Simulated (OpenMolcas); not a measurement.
**triplet SiH3Cl, step by step**

Aim: a single-point energy (UHF/STO-3G), then a single-point energy (CASSCF(2,2)/STO-3G), then a single-point energy (CASPT2(2,2)/STO-3G), then a single-point energy (SC-NEVPT2(2,2)/STO-3G), then a single-point energy (MRCI(2,2)/STO-3G) of triplet SiH3Cl. 

The calculation is run with OpenMolcas 26.06.

3 further runs of the same task are left out: 1 for a known fault of the program, 2 set aside as unsound or not needed.

## 1. The molecule

The species is SiH3Cl (5 atoms), meant as a triplet with charge 0. SMILES of the parent species: `[SiH3]Cl`. The coordinates come from a PBE0-D4/def2-TZVP relaxation. That shape belongs to the parent species and isn't relaxed for this state.

Bond lengths: Si1–Cl2 2.054 Å, Si1–H3 1.481 Å, Si1–H4 1.481 Å, Si1–H5 1.481 Å. Angles: Cl2–Si1–H3 108.5°, Cl2–Si1–H4 108.5°, Cl2–Si1–H5 108.5°, H3–Si1–H4 110.4°, H3–Si1–H5 110.4°, H4–Si1–H5 110.4°.

## 2. A single-point energy at UHF/STO-3G (run 1)

step1.input

```
* ClH3Si Hartree-Fock
>>> EXPORT MOLCAS_PRINT=2

&GATEWAY
  BasLib = $CurrDir
  Coord
  5
  bohr
  Si    -0.21164933     0.03514891    -0.05839254
  Cl     3.47388353    -0.97037436     0.62342065
  H     -1.79694057    -0.92275327     2.03920346
  H     -1.01043656    -1.10681259    -2.48480088
  H     -0.36055974     2.82589645    -0.19785433
  Basis = STO-3G
  Group = NoSym

&SEWARD

&SCF
  UHF
  Spin = 3
  Scramble = 0.25
  PrOrbitals = 1 1
```

The basis set STO-3G is read from a file made from the Basis Set Exchange's data (not shown).

Launch:

```
$ export MOLCAS_MEM=1860
$ pymolcas step1.input > step1.log
```

The program printed:

```text
--- Start Module: gateway ---
[...]
--- Stop Module: gateway /rc=_RC_ALL_IS_WELL_ ---
--- Start Module: seward ---
[...]
      Basis functions           21
--- Stop Module: seward /rc=_RC_ALL_IS_WELL_ ---
--- Start Module: scf ---
[...]
       Convergence after  20 Iterations
[...]
::    Total SCF energy                               -741.6205217726
[...]
      Total spin, S                                     1.0005551320
[...]
      Total electronic charge=   34.000000
      Total            charge=   -0.000000
[...]
      Dipole Moment (debye):
      Origin of the operator (angstrom)=    0.9013   -0.2579    0.1566
                   X=  1.7574E+00               Y= -4.5208E-01               Z=  2.3407E-01           Total=  1.8297E+00
      Quadrupole Moment (debye*angstrom):
[...]
--- Stop Module: scf /rc=_RC_ALL_IS_WELL_ ---
[...]
```

It took 1.7 s on 1 thread of Arm Neoverse V2, shared host; peak memory 0.37 GiB.

## 3. The energy at CASSCF(2,2)/STO-3G (run 2)

step2.inp

```
* ClH3Si CASSCF

&GATEWAY
  BasLib=$CurrDir
  Coord
  5
  bohr
  Si    -0.21164933     0.03514891    -0.05839254
  Cl     3.47388353    -0.97037436     0.62342065
  H     -1.79694057    -0.92275327     2.03920346
  H     -1.01043656    -1.10681259    -2.48480088
  H     -0.36055974     2.82589645    -0.19785433
  Basis=STO-3G
  Group=NoSym

&SEWARD

&RASSCF
  FileOrb=$CurrDir/step1.UnaOrb
  Spin=3
  Nactel=2 0 0
  Inactive=16
  Ras2=2
  OrbListing=Nothing
  OrbAppear=Compact
```

The basis set STO-3G is read from a file made from the Basis Set Exchange's data (not shown).

Launch:

```
$ export MOLCAS_MEM=1860
$ pymolcas step2.inp > step2.log
```

The program printed:

```text
--- Start Module: gateway ---
[...]
--- Stop Module: gateway /rc=_RC_ALL_IS_WELL_ ---
--- Start Module: seward ---
[...]
      Basis functions           21
--- Stop Module: seward /rc=_RC_ALL_IS_WELL_ ---
--- Start Module: rasscf ---
[...]
      Number of active orbitals                  2
[...]
      Spin quantum number                      1.0
[...]
      Active orbitals                            2
[...]
      Number of CSFs                             1
[...]
      Number of root(s) required                 1
[...]
      Convergence after 11 iterations
[...]
      printout of CI-coefficients larger than  0.05 for root  1
      energy=    -741.620246
      conf/sym  11     Coeff  Weight
             1  uu   1.00000 1.00000
      Natural orbitals and occupation numbers for root  1
      sym 1:   1.000000   1.000000
      ************************************************************************************************************************
      *                                                    Final results                                                     *
[...]
::    RASSCF root number  1 Total energy:   -741.62024610
[...]
      Total electronic charge=   34.000000
      Total            charge=   -0.000000
[...]
      Dipole Moment (debye):
      Origin of the operator (angstrom)=    0.9013   -0.2579    0.1566
                   X=  1.7425E+00               Y= -4.4511E-01               Z=  2.2170E-01           Total=  1.8121E+00
      Quadrupole Moment (debye*angstrom):
[...]
--- Stop Module: rasscf /rc=_RC_ALL_IS_WELL_ ---
[...]
```

Run time: 1.6 s. Hardware: 1 thread of Arm Neoverse V2, shared host; peak memory 0.37 GiB.

## 4. The energy at CASPT2(2,2)/STO-3G (run 3)

step3.input

```
&GATEWAY
BasLib = $CurrDir
Coord
5
bohr
Si    -0.21164933     0.03514891    -0.05839254
Cl     3.47388353    -0.97037436     0.62342065
H     -1.79694057    -0.92275327     2.03920346
H     -1.01043656    -1.10681259    -2.48480088
H     -0.36055974     2.82589645    -0.19785433
Basis = STO-3G
Group = NoSym
&SEWARD
&RASSCF
FileOrb = $CurrDir/step2.RasOrb
Spin = 3
Nactel = 2 0 0
Inactive = 16
Ras2 = 2
OrbListing = Nothing
OrbAppear = Compact
&CASPT2
Imaginary = 0.1
Frozen = 10
```

The basis set STO-3G is read from a file made from the Basis Set Exchange's data (not shown).

Launch:

```
$ export MOLCAS_MEM=1860
$ pymolcas step3.input > step3.log
```

The program printed:

```text
--- Start Module: gateway ---
[...]
--- Stop Module: gateway /rc=_RC_ALL_IS_WELL_ ---
[...]
      Basis functions           21
[...]
--- Start Module: rasscf ---
[...]
      Number of active orbitals                  2
[...]
      Spin quantum number                      1.0
[...]
      Active orbitals                            2
[...]
      Number of CSFs                             1
[...]
      Number of root(s) required                 1
[...]
      Convergence after  4 iterations
[...]
      printout of CI-coefficients larger than  0.05 for root  1
      energy=    -741.620246
      conf/sym  11     Coeff  Weight
             1  uu   1.00000 1.00000
      Natural orbitals and occupation numbers for root  1
      sym 1:   1.000000   1.000000
      ************************************************************************************************************************
      *                                                    Final results                                                     *
[...]
::    RASSCF root number  1 Total energy:   -741.62024610
[...]
      Total electronic charge=   34.000000
      Total            charge=   -0.000000
[...]
      Dipole Moment (debye):
      Origin of the operator (angstrom)=    0.9013   -0.2579    0.1566
                   X=  1.7425E+00               Y= -4.4510E-01               Z=  2.2169E-01           Total=  1.8121E+00
      Quadrupole Moment (debye*angstrom):
[...]
--- Stop Module: rasscf /rc=_RC_ALL_IS_WELL_ ---
--- Start Module: caspt2 ---
[...]
      E2 (Variational):          -0.0375983185
      Total energy:            -741.6578444139
[...]
      Reference weight:           0.98075
[...]
::    CASPT2 Root  1     Total energy:   -741.65784441
[...]
--- Stop Module: caspt2 /rc=_RC_ALL_IS_WELL_ ---
[...]
```

Wall time 1.6 s (1 thread of Arm Neoverse V2, shared host); peak memory 0.37 GiB.

## 5. The energy at SC-NEVPT2(2,2)/STO-3G (run 4)

step4.input

```
* ClH3Si NEVPT2

&GATEWAY
 BasLib = $CurrDir
 Coord
 5
 bohr
 Si    -0.21164933     0.03514891    -0.05839254
 Cl     3.47388353    -0.97037436     0.62342065
 H     -1.79694057    -0.92275327     2.03920346
 H     -1.01043656    -1.10681259    -2.48480088
 H     -0.36055974     2.82589645    -0.19785433
 Basis = STO-3G
 Group = NoSym

&SEWARD

&RASSCF
 FileOrb = $CurrDir/step2.RasOrb
 Spin = 3
 Nactel = 2 0 0
 Inactive = 16
 Ras2 = 2
 OrbListing = Nothing
 OrbAppear = Compact

&CASPT2
 SC-NEVPT2
 Frozen = 10
```

The basis set STO-3G is read from a file made from the Basis Set Exchange's data (not shown).

Launch:

```
$ export MOLCAS_MEM=1860
$ pymolcas step4.input > step4.log
```

The program printed:

```text
--- Start Module: gateway ---

                                              &GATEWAY

                       available to each process: 1.9 GB of memory, 1 thread

 Basis Set     1 Label: SI.STO-3G
 Basis set is read from library:.
 basistype.tbl is not found

 Basis Set     2 Label: CL.STO-3G
 Basis set is read from library:.
 basistype.tbl is not found

 Basis Set     3 Label: H.STO-3G
 Basis set is read from library:.
 basistype.tbl is not found

++    Symmetry information:
      ---------------------

[... 227 lines left out ...]
      Note: transformation to natural orbitals
[... 7 lines left out ...]
      Natural orbitals and occupation numbers for root  1
[... 20 lines left out ...]
      Final state energy(ies):
[... 60 lines left out ...]
      Natural orbitals for root   1 are written to the RASORB.1 file
[... 75 lines left out ...]
 Compute H0 matrices for state    1
[... 14 lines left out ...]
--- Stop Module: caspt2 /rc=-6 ---

.########################.
.# Non-zero return code #.
.########################.

    Timing: Wall=1.38 User=1.03 System=0.27
```

Wall time 1.6 s (1 thread of Arm Neoverse V2, shared host); peak memory 0.37 GiB.

The run ended with an error.

## 6. The energy at MRCI(2,2)/STO-3G (run 5)

step5.input

```
>>> EXPORT MOLCAS_PRINT=2
&GATEWAY
BASLIB
$CurrDir
COORD
5
bohr
Si    -0.21164933     0.03514891    -0.05839254
Cl     3.47388353    -0.97037436     0.62342065
H     -1.79694057    -0.92275327     2.03920346
H     -1.01043656    -1.10681259    -2.48480088
H     -0.36055974     2.82589645    -0.19785433
BASIS
STO-3G
GROUP
NoSym
&SEWARD
&RASSCF
FILEORB
$CurrDir/step2.RasOrb
SPIN
3
NACTEL
2 0 0
INACTIVE
16
RAS2
2
ORBLISTING
Nothing
ORBAPPEAR
Compact
&MOTRA
LUMORB
FROZEN
10
&GUGA
ELECTRONS
14
SPIN
3
INACTIVE
6
ACTIVE
2
CIALL
1
&MRCI
SDCI
```

The basis set STO-3G is read from a file made from the Basis Set Exchange's data (not shown).

Launch:

```
$ export MOLCAS_MEM=1860
$ pymolcas step5.input > step5.log
```

The program printed:

```text
--- Start Module: gateway ---
[...]
--- Stop Module: gateway /rc=_RC_ALL_IS_WELL_ ---
[...]
      Basis functions           21
[...]
      Number of active orbitals                  2
[...]
      Spin quantum number                      1.0
[...]
      Active orbitals                            2
[...]
      Number of CSFs                             1
[...]
      Number of root(s) required                 1
[...]
      Convergence after  4 iterations
[...]
      printout of CI-coefficients larger than  0.05 for root  1
      energy=    -741.620246
      conf/sym  11     Coeff  Weight
             1  uu   1.00000 1.00000
      Natural orbitals and occupation numbers for root  1
      sym 1:   1.000000   1.000000
      ************************************************************************************************************************
      *                                                    Final results                                                     *
[...]
::    RASSCF root number  1 Total energy:   -741.62024610
[...]
      Dipole Moment (debye):
      Origin of the operator (angstrom)=    0.9013   -0.2579    0.1566
                   X=  1.7425E+00               Y= -4.4510E-01               Z=  2.2169E-01           Total=  1.8121E+00
      Quadrupole Moment (debye*angstrom):
[...]
--- Start Module: guga ---
[...]
--- Stop Module: guga /rc=_RC_ALL_IS_WELL_ ---
--- Start Module: mrci ---
[...]
       (But an ACPF correction will be computed)
       USE THE DEFAULT ACPF G-VALUE GFAC=  0.14285714285714285
[...]
                      CI ENERGY:  -741.67742854
[...]
                ACPF CORRECTION:    -0.00260640
[...]
      Total electronic charge=   34.000000
      Total            charge=   -0.000000
[...]
     ACPF CORRECTION:     -0.00260640
[...]
  CI State   1     Total energy:   -741.67742854     QDav:     -0.00306408     QACPF:     -0.00260640
[...]
```

It took 1.7 s on 1 thread of Arm Neoverse V2, shared host; peak memory 0.37 GiB.

## 7. Results

| quantity | value |
| --- | --- |
| run 1, UHF/STO-3G: total energy | -741.62052 Eh |
| run 1, UHF/STO-3G: dipole moment | 1.83 D |
| run 1, UHF/STO-3G: HOMO energy (highest over α and β) | -0.36 eV |
| run 1, UHF/STO-3G: LUMO energy (lowest over α and β) | -0.02 eV |
| run 1, UHF/STO-3G: ⟨S²⟩ | 2.002 |
| run 2, CASSCF(2,2)/STO-3G: total energy | -741.62025 Eh |
| run 2, CASSCF(2,2)/STO-3G: dipole moment (CASSCF density) | 1.81 D |
| run 3, CASPT2(2,2)/STO-3G: total energy | -741.65784 Eh |
| run 3, CASPT2(2,2)/STO-3G: dipole moment (CASSCF density) | 1.81 D |
| run 5, MRCI(2,2)/STO-3G: total energy | -741.67743 Eh |
| run 5, MRCI(2,2)/STO-3G: dipole moment (CASSCF density) | 1.81 D |
| run 4, SC-NEVPT2(2,2)/STO-3G | no result (crashed) |

**Reading.** Mulliken charges (run 1, UHF/STO-3G) run from -0.18 on H3 to +0.41 on Si1; they depend strongly on the basis. Mulliken charges (run 2, CASSCF(2,2)/STO-3G) run from -0.18 on H3 to +0.41 on Si1. Mulliken charges (run 5, MRCI(2,2)/STO-3G) of the CASSCF density run from -0.18 on H3 to +0.41 on Si1; they depend strongly on the basis. 1 of the 5 runs did not end normally.
